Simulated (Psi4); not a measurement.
**Which level was it?**

C2HClF2: 6 atoms, total charge 0, spin state singlet. SMILES: `FC(F)=CCl`. The shape is that of a PBE0-D4/def2-TZVP optimisation.

```xyz
6

F     0.9010   -0.8104    1.3420
C     0.2676   -0.5622    0.2204
F     0.1925   -1.6326   -0.5227
C    -0.2184    0.6268   -0.0866
Cl   -1.0390    0.9264   -1.5521
H    -0.1038    1.4520    0.5990
```

Orbital energies are those of the mean-field step.

A calculation with Psi4 1.11 gave:

```
total energy  : -735.3483 Eh
HOMO energy   : -10.22 eV
LUMO energy   : 4.75 eV
HOMO–LUMO gap : 14.97 eV
```

**Question.** Which of these levels gave the numbers?
A. wB97M-V/6-31G* (spherical functions)
B. OMP2/6-31G* (density fitting for correlation, spherical functions)
C. CAM-B3LYP/6-31G* (spherical functions)
D. B2PLYP/6-31G* (density fitting for correlation, spherical functions)

**Answer.** B. The others give -736.5519 Eh (CAM-B3LYP/6-31G* (spherical functions)), -736.2439 Eh (B2PLYP/6-31G* (density fitting for correlation, spherical functions)), -736.5347 Eh (wB97M-V/6-31G* (spherical functions)).
